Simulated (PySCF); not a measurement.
**Dipole moment and polarisability of PF2PH2**

Compound: PF2PH2, F₂H₂P₂.
Geometry (PBE0-D3(BJ)/def2-SVP, Å), atoms numbered from 1 in this order:
```xyz
6
F2H2P2 angstrom
F     -1.403   -0.975   -1.080
P     -0.865    0.421   -0.475
F     -1.764    0.481    0.864
P      0.958   -0.428    0.507
H      1.396    0.881    0.888
H      1.683   -0.377   -0.727
```

Level: PBE0/def2-SVPD (PySCF), static field, nuclei fixed, core orbitals frozen in the response. The polarisability tensor in these axes (au):

```
x   66.05 -6.42  8.13
y   -6.42 48.85 -1.59
z    8.13 -1.59 51.03
```

Q: Give the principal values, the mean and the anisotropy Δα = √{½[(α1 − α2)² + (α2 − α3)² + (α1 − α3)²]}.

A: Principal values 46.11, 48.32 and 71.49 au; mean 55.31 au = 8.20 Å³ = 9.12 × 10⁻⁴⁰ C²·m²/J; Δα = 24.34 au (44 % of the mean).

Q: What is the dipole moment, and where does it point?

A: (1.75, 0.89, -0.36) D, 2.00 D in size, pointing from the negative to the positive side. Measured along this direction, the outermost atoms are F3 and F1 at the negative end and H5 and H6 at the positive end.

Q: Estimate the molar refractivity from the static electronic polarisability.

A: Lorentz–Lorenz: R = (4π/3)N_A α = 2.5225 cm³/(mol·Å³) × 8.20 Å³ = 20.7 cm³/mol, in the limit of long wavelengths.

Q: Find the Langevin capture rate constant for NH4+ (18.034 u) meeting this molecule (101.960 u), k = 2.342 × 10⁻⁹ cm³/s × √(α in Å³ / reduced mass in u).

A: The reduced mass is 15.32 u, so k = 1.71 × 10⁻⁹ cm³/s. The formula leaves out the permanent dipole, which adds to the capture rate.

Q: Give the eigenvalues of the traceless quadrupole moment Θ = ½Σq(3rr − r²1), origin at the centre of nuclear charge.

A: -1.86, -0.11, 1.97 D·Å. The values depend on the origin, since the dipole doesn't vanish. The electronic extent ⟨r²⟩ about the same centre is 464 bohr², a root-mean-square distance of 1.61 Å for the 50 electrons.

Q: What depolarisation ratio follows for Rayleigh scattering of linearly polarised light, taking the static tensor?

A: ρ = 3Δα²/(45ᾱ² + 4Δα²) = 1777.8/(137657 + 2370.4) = 0.0127.

Q: In TDDFT the mean static polarisability is Σ f/ω² over all singlet excitations (ω in hartree). How much of it do the 6 lowest give? Their energies (eV) and oscillator strengths: 5.13, 0.0123; 5.93, 0.3206; 6.49, 0.0041; 6.51, 0.0164; 7.04, 0.0006; 7.09, 0.1035.

A: They add up to 8.99 au, 16.3 % of the 55.31 au; the largest single term is 6.75 au, from the state at 5.93 eV. Terms in order: 0.35, 6.75, 0.07, 0.29, 0.01, 1.53 au. Higher excitations give the rest. The strengths listed sum to 0.458.

Isolated species at its PBE0-D3(BJ)/def2-SVP geometry (one conformer only).
